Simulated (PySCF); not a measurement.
Input file for PySCF: R-B3LYP/6-31G* on ClF (SMILES FCl).

```python
from pyscf import gto, scf, dft, mp
from pyscf.data.elements import chemcore

mol = gto.M(
    atom='''
    Cl    0.00000000   -0.00000000    0.61188000
    F     0.00000000   -0.00000000    2.26865100
    ''',
    basis='6-31g*',
    cart=True,
    charge=0, spin=0, verbose=3, max_memory=1800)
mf = dft.RKS(mol, xc='b3lyp')
mf.conv_tol = 1e-8
mf.max_cycle = 100
mf.kernel()
if not mf.converged:
    mf = mf.newton().run(mf.mo_coeff, mf.mo_occ)
```

Program output:

```
converged SCF energy = -559.942671211705
```

Self-consistency was reached.

Cost: very roughly 0.9 core-seconds.
